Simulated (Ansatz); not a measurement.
Born–Oppenheimer molecular dynamics of CH3O + F + H (7 atoms, charge -1, multiplicity 1). It starts from a relaxed structure.

Theory: Ansatz 0.2.0, UKS PBE0/def2-SVP.

```
ensemble                      : NVE (velocity Verlet)
time step                     : 0.5 fs
steps asked                   : 150
starting velocities drawn for : 1500 K
seed                          : 304099
```

First frame:

```xyz
7
Properties=species:S:1:pos:R:3
F 0.514 0.001 -2.177
C -0.233 0.051 0.652
O 0.822 -0.550 0.079
H 0.019 0.834 1.435
H -0.943 -0.637 1.210
H -0.891 0.594 -0.077
H 0.712 -0.292 -1.122
```

Question: How far do the bonds stretch over the last three quarters of this one trajectory? (Pairs bonded in most of those frames.)

Answer: 
```csv
bond,mean (Å),spread (Å),shortest,longest
C2–O3,1.341,0.025,1.30,1.38
C2–H4,1.186,0.110,1.00,1.33
C2–H5,1.148,0.062,1.05,1.25
C2–H6,1.139,0.037,1.08,1.21
```

Mean temperature of the second half: 937 K. The conserved energy stayed within 1.3 meV per atom of its start (net change 0.99 meV per atom), so the integration is sound. A run of 0.075 ps of so small a system gives no equilibrium averages. Limits of this set-up: an anion without diffuse functions, the dipole of an ion depends on the origin.

The run took 5.8 min on 1 thread of Arm Neoverse V1, with other jobs on the host, peak memory 0.26 GiB.
